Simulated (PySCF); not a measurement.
# NaB⁻ under other conditions

How does NaB⁻ answer to another spin, charge, distance or environment?

Method: each script names its method and basis; program: PySCF 2.14.0.

2 further runs of the same task are left out: 2 that didn't finish.

### Step 1. The system as given

NaB⁻: 2 atoms, charge -1, spin multiplicity 2.

Bond lengths: Na1–B2 2.490 Å.

### Step 2. Base script

input.py

```python
from pyscf import gto, scf, cc

mol = gto.M(
    atom='Na 0 0 0; B 0 0 2.49',
    basis='jorge-dzp-dkh',
    charge=-1,
    spin=1,
    verbose=4,
)
mf = scf.UHF(mol)
mf = mf.sfx2c1e()
mf = mf.density_fit(auxbasis='def2-universal-jkfit')
mf.kernel()
mycc = cc.CCSD(mf)
mycc.kernel()
mycc.ccsd_t()
mf.dip_moment()
print('orbital energies (hartree):', [e[max(0, n-3):n+3].round(4) for e, n in zip(mf.mo_energy, mol.nelec)])
```

On the command line:

```console
> OMP_NUM_THREADS=1 python input.py
```

The log of this run is left out.

In short: E(SCF) = -186.573088 Eh, E(CCSD) − E(SCF) = -0.17731 Eh, (T) = -0.00900 Eh, ⟨S²⟩ = 0.763.

The bond length is a typed value, not an optimised one. The dipole of an ion depends on the origin.

### Step 3. PCM, ε = 20.5

Variant 1 changes solvent: none (gas phase) → PCM, ε = 20.5; step after the SCF: ccsd(t) → analyze.

input.py

```python
from pyscf import gto, scf, solvent

mol = gto.M(
    atom='Na 0 0 0; B 0 0 2.49',
    basis='jorge-dzp-dkh',
    charge=-1,
    spin=1,
    verbose=4,
)
mf = scf.UHF(mol)
mf = mf.sfx2c1e()
mf = mf.density_fit(auxbasis='def2-universal-jkfit')
mf = solvent.PCM(mf)
mf.with_solvent.eps = 20.5
mf.kernel()
mf.analyze()
print('orbital energies (hartree):', [e[max(0, n-3):n+3].round(4) for e, n in zip(mf.mo_energy, mol.nelec)])
```

On the command line:

```console
> OMP_NUM_THREADS=1 python input.py
```

### Step 4. Bond 2.316 Å

Variant 2 changes bond length: 2.49 Å → 2.316 Å.

Edit input.py of step 2 so:

```diff
@@ -3,3 +3,3 @@
 mol = gto.M(
-    atom='Na 0 0 0; B 0 0 2.49',
+    atom='Na 0 0 0; B 0 0 2.316',
     basis='jorge-dzp-dkh',
```

### Step 5. Bond 0.1 Å

Variant 3 changes bond length: 2.49 Å → 0.1 Å.

Edit input.py of step 2 so:

```diff
@@ -3,3 +3,3 @@
 mol = gto.M(
-    atom='Na 0 0 0; B 0 0 2.49',
+    atom='Na 0 0 0; B 0 0 0.1',
     basis='jorge-dzp-dkh',
```

### Step 6. Electric field 0.001 a.u.

Variant 4 changes electric field: none → 0.001 a.u.

Edit input.py of step 2 so:

```diff
@@ -12,2 +12,7 @@
 mf = mf.density_fit(auxbasis='def2-universal-jkfit')
+field = 0.001  # electric field along z, atomic units
+h = mf.get_hcore() + field*mol.intor('int1e_r')[2]
+mf.get_hcore = lambda *args: h
+e_nuc = mol.energy_nuc() - field*mol.atom_charges() @ mol.atom_coords()[:, 2]
+mf.energy_nuc = lambda *args: e_nuc
 mf.kernel()
```

### Step 7. Electric field 0.01 a.u.

Variant 5 changes electric field: none → 0.01 a.u.

Edit input.py of step 2 so:

```diff
@@ -12,2 +12,7 @@
 mf = mf.density_fit(auxbasis='def2-universal-jkfit')
+field = 0.01  # electric field along z, atomic units
+h = mf.get_hcore() + field*mol.intor('int1e_r')[2]
+mf.get_hcore = lambda *args: h
+e_nuc = mol.energy_nuc() - field*mol.atom_charges() @ mol.atom_coords()[:, 2]
+mf.energy_nuc = lambda *args: e_nuc
 mf.kernel()
```

### Step 8. Quartet

Variant 6 changes spin (2S): 1 → 3.

Edit input.py of step 2 so:

```diff
@@ -6,3 +6,3 @@
     charge=-1,
-    spin=1,
+    spin=3,
     verbose=4,
```

Q: Predict the outcome of this session. Wanted: for each run, E(SCF); from base; gap, α spin; after the SCF.

As calculated:

```tsv
run	E(SCF) (hartree)	from base (eV)	cycles	gap, α spin (eV)	after the SCF
base	-186.573088	0	17	4.11	CCSD(T) correlation -5.070 eV
PCM, ε = 20.5	-186.644544	-1.9444	20	5.06	n/a
bond 2.316 Å	-186.565062	+0.2184	15	4.08	CCSD(T) correlation -5.140 eV
bond 0.1 Å (poor choice)	-21.399412	+4494.6047	12	6.57	CCSD(T) correlation -5.137 eV
electric field 0.001 a.u.	-186.572537	not comparable	19	4.10	CCSD(T) correlation -5.053 eV
electric field 0.01 a.u.	-186.586845	not comparable	18	4.14	CCSD(T) correlation -4.663 eV
quartet	-186.609397	-0.9880	15	5.15	CCSD(T) correlation -3.926 eV
```

In words: The highest filled level of this anion is positive: the basis lacks diffuse functions or the electron is not bound, so these numbers hang on the basis. Of the runs whose energies can be compared, “bond 0.1 Å” moves the SCF energy most (+4494.605 eV). A continuum solvent with ε = 20.5 lowers the energy by 1.944 eV, a large gain because the system is charged. The quartet solution found lies 0.99 eV below the base doublet at this geometry and level, so the base is not the lowest spin state. With bond 0.1 Å the frontier gap moves by over 1.5 eV, which can mean another electronic state rather than the bond length alone. Rows marked «poor choice» come from settings spoiled on purpose.
